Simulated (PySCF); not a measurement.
## Atomic charges by several schemes

2-methyl-1H-pyrrole, C5H7N.
Cartesian coordinates in Å at the GFN2-xTB level; atoms count from 1:
```
atom  x, y, z in Å
C1     1.6375   -0.4865    0.8815
C2     0.3950   -0.1400    0.1383
C3     0.0347   -0.3613   -1.1649
C4    -1.2569    0.1757   -1.3478
C5    -1.6450    0.7077   -0.1514
N6    -0.6384    0.5119    0.7431
H7     2.1236    0.4108    1.2674
H8     2.3307   -0.9981    0.2200
H9     1.4167   -1.1406    1.7262
H10    0.6279   -0.8539   -1.9103
H11   -1.8264    0.1689   -2.2561
H12   -2.5524    1.2047    0.1295
H13   -0.6514    0.8014    1.7066
```

Density: PBE0/pcSseg-1 (PySCF); schemes: Mulliken, IAO, Hirshfeld and ESP-fitted. Isolated species at its GFN2-xTB geometry, gas phase.

**Question.** Which atoms carry the lowest charge in the Mulliken, IAO, Hirshfeld and ESP-fitted schemes?

**Answer.** The schemes don't all agree: Mulliken N6 (-0.438); IAO C1 (-0.433); Hirshfeld C1 (-0.119); ESP-fitted C1 (-0.595).

**Question.** For which atoms does the sign change between the 4 schemes (beyond +0.03 e in one, beyond −0.03 e in another)?

**Answer.** C5. Atomic charges aren't observables, and each scheme defines them in its own way.

**Question.** Do the Mulliken, IAO, Hirshfeld and ESP-fitted schemes agree on where the charge is highest?

**Answer.** All schemes agree: Mulliken H13 (+0.177); IAO H13 (+0.281); Hirshfeld H13 (+0.151); ESP-fitted H13 (+0.323).

**Question.** Tabulate the Mulliken, IAO, Hirshfeld and ESP-fitted charges.

**Answer.** In e:

| atom | environment | Mulliken | IAO | Hirshfeld | ESP-fitted |
| --- | --- | --- | --- | --- | --- |
| C1 | benzylic-type carbon | -0.125 | -0.433 | -0.119 | -0.595 |
| C2 | substituted aromatic carbon | +0.018 | +0.057 | +0.024 | +0.300 |
| C3 | aromatic CH carbon | -0.186 | -0.240 | -0.110 | -0.379 |
| C4 | aromatic CH carbon | -0.156 | -0.225 | -0.107 | -0.188 |
| C5 | aromatic CH next to a ring nitrogen | +0.118 | -0.124 | -0.045 | -0.306 |
| N6 | pyrrole-type nitrogen | -0.438 | -0.231 | -0.070 | -0.231 |
| H7 | methyl hydrogen | +0.125 | +0.147 | +0.042 | +0.159 |
| H8 | methyl hydrogen | +0.127 | +0.160 | +0.053 | +0.184 |
| H9 | methyl hydrogen | +0.125 | +0.147 | +0.042 | +0.158 |
| H10 | aromatic hydrogen | +0.056 | +0.150 | +0.043 | +0.193 |
| H11 | aromatic hydrogen | +0.074 | +0.154 | +0.045 | +0.175 |
| H12 | aromatic hydrogen | +0.084 | +0.156 | +0.050 | +0.207 |
| H13 | N–H hydrogen | +0.177 | +0.281 | +0.151 | +0.323 |

Mean size of the charges over all atoms: ESP-fitted 0.261 e, IAO 0.193 e, Mulliken 0.139 e, Hirshfeld 0.069 e. Each set sums to the total charge, 0, to within 0.001 e. The IAO scheme counts the electrons in orthogonalised intrinsic atomic orbitals, a minimal basis polarised so that it spans the occupied orbitals exactly. The Hirshfeld scheme divides the density at each point in proportion to the densities of the neutral, spherically averaged free atoms.

**Question.** How many electrons does the ESP-fitted scheme count on C5?

**Answer.** Z − q = 6 − (-0.306) = 6.306.

**Question.** Sum the charges by element, for elements with more than one atom.

**Answer.** 
```csv
element,atoms,Mulliken,IAO,Hirshfeld,ESP-fitted
C,5,-0.330,-0.965,-0.357,-1.168
H,7,+0.768,+1.196,+0.427,+1.400
```

**Question.** How closely do the schemes follow one another over all atoms?

**Answer.** Correlation coefficient and root-mean-square difference: IAO with Hirshfeld 0.96, 0.138 e; IAO with ESP-fitted 0.95, 0.106 e; Hirshfeld with ESP-fitted 0.91, 0.217 e; Mulliken with IAO 0.77, 0.136 e; Mulliken with Hirshfeld 0.76, 0.122 e; Mulliken with ESP-fitted 0.64, 0.221 e.
